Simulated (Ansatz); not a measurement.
A run of Ansatz (development build ahead of 0.2.0) on doublet HNO(+) at this shape:

```xyz
3

N     0.1095    0.3813    0.3059
H     0.1428    1.2755   -0.2922
O    -0.0946   -0.4737   -0.2228
```

Its results:

| Property | Result |
| --- | --- |
| Converged | yes |
| Reference energy | -129.32203 hartree |
| Correlation energy | -0.31184 hartree |
| Total energy | -129.63387 hartree |
| Spin squared of the determinant | 0.764 |
| Stability test | minimum |

Forces (eV/Å):
| atom | Fx | Fy | Fz |
| --- | --- | --- | --- |
| N1 | 3.618 | 16.211 | 8.420 |
| H2 | 0.304 | 1.332 | 0.732 |
| O3 | -3.922 | -17.543 | -9.151 |

Q: Which input gives this output? Name the method, the orbitals and the basis set, and write the input.

A: UHF-MP2 in def2-SVP.

```yaml
crystal:
  periodic: [false, false, false]
  atoms:
    - { symbol: "N", position_ang: [0.10948, 0.38126, 0.3059] }
    - { symbol: H, position_ang: [0.14279, 1.27546, -0.29217] }
    - { symbol: O, position_ang: [-0.09458, -0.47365, -0.22275] }
basis:
  gaussian: { orbitals: def2-SVP }
total_charge: 1
magnetization:
  spin_polarized: true
  initial_magnetization: 1
hamiltonian:
  xc: hf
correlation:
  method: mp2
  frozen_orbitals: { H: 0, "N": 1, O: 1 }
output:
  forces: true
```

Caution: MP2 forces lie far from those of the mean fields.
